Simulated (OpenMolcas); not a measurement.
# [NH4]+ (ammonium) at 3 levels

We compute a comparison of 3 runs (SVWN5/STO-3G, ACPF/STO-3G, CCSD(T)/STO-3G) of [NH4]+ (ammonium). 

Program for the calculation: OpenMolcas 26.06.

## Step 1: The system as given

[NH4]+: 5 atoms, total charge +1, spin state singlet. As SMILES, `[NH4+]`. The N1–H3 distance was set to 1.279 Å, away from the relaxed value.

Bond lengths: N1–H2 1.024 Å, N1–H4 1.024 Å, N1–H5 1.024 Å. Angles: H2–N1–H4 109.5°, H2–N1–H5 109.5°, H4–N1–H5 109.5°.

## Step 2: The energy at SVWN5/STO-3G (run 1)

Input file run.inp:

```
* H4N Kohn-Sham DFT

&GATEWAY
  BasLib = $CurrDir
  Coord
  5
  bohr
  N      0.45950014    -0.10212269    -0.11113857
  H      1.31615078    -0.94847433     1.40255095
  H     -1.83762638     0.40852099     0.44448248
  H      0.50472128    -1.29920750    -1.62981697
  H      1.39519803     1.53271718    -0.55065107
  Basis = STO-3G
  Group = NoSym

&SEWARD
  GridInput
  Grid=UltraFine
  End of Grid

&SCF
  Charge = 1
  KSDFT = SVWN5
  Thresholds = 1e-10 1e-07 1e-07 1e-05
  PrOrbitals = 1 1
```

The basis set STO-3G is read from a file made from the Basis Set Exchange's data (not shown).

Launch:

```console
$ export MOLCAS_MEM=1860
$ pymolcas run.inp > run.log
```

Standard output:

```text
--- Start Module: gateway ---
[...]
--- Stop Module: gateway /rc=_RC_ALL_IS_WELL_ ---
--- Start Module: seward ---
[...]
      Basis functions            9
--- Stop Module: seward /rc=_RC_ALL_IS_WELL_ ---
--- Start Module: scf ---
[...]
       Convergence after  13 Iterations
[...]
::    Total KS-DFT energy                             -55.6862599200
[...]
      Total spin, S                                     0.0000000000
[...]
      Total electronic charge=   10.000000
      Total            charge=    1.000000
[...]
      Dipole Moment (debye):
      Origin of the operator (angstrom)=    0.2296   -0.0510   -0.0555
                   X= -3.9781E-01               Y=  8.8363E-02               Z=  9.6197E-02           Total=  4.1871E-01
      Center of Charge (angstrom)
[...]
--- Stop Module: scf /rc=_RC_ALL_IS_WELL_ ---
[...]
```

Run time: 2.1 s. Hardware: 1 thread of Intel Xeon 6975P-C (Granite Rapids), shared host; peak memory 0.37 GiB.

## Step 3: A single-point energy at ACPF/STO-3G (run 2)

Input file run.inp:

```
* H4N ACPF

&GATEWAY
 BasLib=$CurrDir
 Coord
 5
 bohr
 N      0.45950014    -0.10212269    -0.11113857
 H      1.31615078    -0.94847433     1.40255095
 H     -1.83762638     0.40852099     0.44448248
 H      0.50472128    -1.29920750    -1.62981697
 H      1.39519803     1.53271718    -0.55065107
 Basis=STO-3G
 Group=NoSym

&SEWARD

&SCF
 Charge=1
 Thresholds=1e-10 1e-07 1e-07 1e-05
 PrOrbitals=1 1

&MOTRA
 Frozen=1

&GUGA
 Electrons=8
 Spin=1
 Inactive=4
 Active=0
 CIAll=1

&CPF
 ACPF
```

The basis set STO-3G is read from a file made from the Basis Set Exchange's data (not shown).

Launch:

```console
$ export MOLCAS_MEM=1860
$ pymolcas run.inp > run.log
```

Standard output:

```text
--- Start Module: gateway ---
[...]
--- Stop Module: gateway /rc=_RC_ALL_IS_WELL_ ---
[...]
      Basis functions            9
[...]
       Convergence after  11 Iterations
[...]
::    Total SCF energy                                -55.8303857493
[...]
      Total spin, S                                     0.0000000000
[...]
      *** WARNING: Default frozen orbitals is overwritten by user input.
      *** Default values:   1
[...]
--- Start Module: guga ---
[...]
--- Stop Module: guga /rc=_RC_ALL_IS_WELL_ ---
--- Start Module: cpf ---
[...]
      Active orbitals                            0       0
[...]
      Spin quantum number                      0.0
[...]
     FINAL ACPF ENERGY         -55.92215173
     FINAL CORRELATION ENERGY   -0.09176599  REFERENCE ENERGY     -55.83038575
[...]
      Title:  ACPF natural orbitals
[...]
      Total electronic charge=   10.000000
      Total            charge=    1.000000
[...]
      Dipole Moment (debye):
      Origin of the operator (angstrom)=    0.2296   -0.0510   -0.0555
                   X= -2.9750E-01               Y=  6.6072E-02               Z=  7.1936E-02           Total=  3.1312E-01
      Quadrupole Moment (debye*angstrom):
[...]
--- Stop Module: cpf /rc=_RC_ALL_IS_WELL_ ---
[...]
```

Wall time 1.4 s (1 thread of Intel Xeon 6975P-C (Granite Rapids), shared host); peak memory 0.37 GiB.

## Step 4: A single-point energy at CCSD(T)/STO-3G (run 3)

Input file run.input:

```
&GATEWAY
BasLib
$CurrDir
Coord
5
bohr
N      0.45950014    -0.10212269    -0.11113857
H      1.31615078    -0.94847433     1.40255095
H     -1.83762638     0.40852099     0.44448248
H      0.50472128    -1.29920750    -1.62981697
H      1.39519803     1.53271718    -0.55065107
Basis
STO-3G
Group
NoSym
&SEWARD
&SCF
Charge
1
Thresholds
1e-10 1e-07 1e-07 1e-05
PrOrbitals
1 1
&RASSCF
FileOrb
$Project.ScfOrb
Spin
1
Nactel
0 0 0
Inactive
5
Ras2
0
OutOrbitals
Canonical
OrbListing
Nothing
&MOTRA
JobIph
Frozen
1
&CCSDT
CCT
Triples
2
Iterations
80
Accuracy
1e-08
Extrapolation
5 4
```

The basis set STO-3G is read from a file made from the Basis Set Exchange's data (not shown).

Launch:

```console
$ export MOLCAS_MEM=1860
$ pymolcas run.input > run.log
```

Standard output:

```text
--- Start Module: gateway ---
[...]
--- Stop Module: gateway /rc=_RC_ALL_IS_WELL_ ---
[...]
      Basis functions            9
[...]
       Convergence after  11 Iterations
[...]
::    Total SCF energy                                -55.8303857493
[...]
      Total spin, S                                     0.0000000000
[...]
      Number of active orbitals                  0
[...]
      Spin quantum number                      0.0
[...]
      Active orbitals                            0
[...]
      Number of CSFs                             1
[...]
      Number of root(s) required                 1
[...]
      Convergence after  4 iterations
[...]
      Natural orbitals and occupation numbers for root  1
      ************************************************************************************************************************
      *                                                    Final results                                                     *
      ************************************************************************************************************************
[...]
::    RASSCF root number  1 Total energy:    -55.83038575
[...]
      Total electronic charge=   10.000000
      Total            charge=    1.000000
[...]
      Dipole Moment (debye):
      Origin of the operator (angstrom)=    0.2296   -0.0510   -0.0555
                   X= -4.9660E-01               Y=  1.1033E-01               Z=  1.2009E-01           Total=  5.2269E-01
      Center of Charge (angstrom)
[...]
--- Start Module: motra ---
[...]
      *** WARNING: Default frozen orbitals is overwritten by user input.
      *** Default values:   1
[...]
--- Stop Module: motra /rc=_RC_ALL_IS_WELL_ ---
--- Start Module: ccsdt ---
[...]
      Convergence after                    12  Iterations
      Total energy (diff) :     -55.92211154       0.00000001
[...]
 METHOD                       : CCSD+T(CCSD)+<T3(1)WT1> = CCSD(T)
[...]
       CCSD     =       -55.9221115381251
[...]
--- Stop Module: ccsdt /rc=_RC_ALL_IS_WELL_ ---
[...]
```

It took 1.8 s on 1 thread of Intel Xeon 6975P-C (Granite Rapids), shared host; peak memory 0.37 GiB.

## Step 5: Overview of the runs

```csv
run,level,integration grid,frozen core orbitals,energy (Eh),HOMO energy (eV),LUMO energy (eV),HOMO–LUMO gap (eV),wall time
1,SVWN5/STO-3G,UltraFine,–,-55.686260,-19.12,-5.28,13.84,2.1 s
2,ACPF/STO-3G,–,1,-55.922152,-24.75,1.65,26.41,1.4 s
3,CCSD(T)/STO-3G,–,1,-55.922419,-24.75,1.65,26.41,1.8 s
```

## Step 6: Outcome

```
                                         quantity         value
                              run 3: total energy  -55.92242 Eh
       run 3: HOMO energy (Hartree–Fock orbitals)     -24.75 eV
       run 3: LUMO energy (Hartree–Fock orbitals)       1.65 eV
     run 3: HOMO–LUMO gap (Hartree–Fock orbitals)      26.41 eV
run 3: correlation energy (1 core orbital frozen)     -92.0 mEh
                            run 3: (T) correction     -0.31 mEh
```

**Reading.** In runs 1, 2, 3 the basis is minimal, so the values are rough. All runs together took 5.3 s, the longest 2.1 s.
